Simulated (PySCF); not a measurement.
O2S, charge -1, multiplicity 2. Atoms are numbered in the order given.

```xyz
3

O      0.0000    -1.2707    -0.4118
S      0.0000     0.0000     0.4118
O      0.0000     1.2707    -0.4118
```
Charge -1, spin multiplicity 2.

Geometry optimised at r2SCAN-D4/def2-TZVPD. The spin state was assumed, not searched.

The numbers are results of PBE/def2-TZVPD (PySCF), not measurements.

Mulliken values depend strongly on the basis, most of all with diffuse functions as here. ESP charges are fitted to the potential on shells at 1.4 to 2.0 van der Waals radii. Atomic charges (e):

```csv
atom,ESP fit,meta-Löwdin,Mulliken spin
O1,-0.42,(withheld),0.18
S2,-0.17,(withheld),0.65
O3,-0.42,(withheld),0.18
```

Complete the blanks. (An estimate is asked for; the answer gives what the named calculation found.)


- O1, meta-Löwdin: -0.86
- S2, meta-Löwdin: 0.71
- O3, meta-Löwdin: -0.86
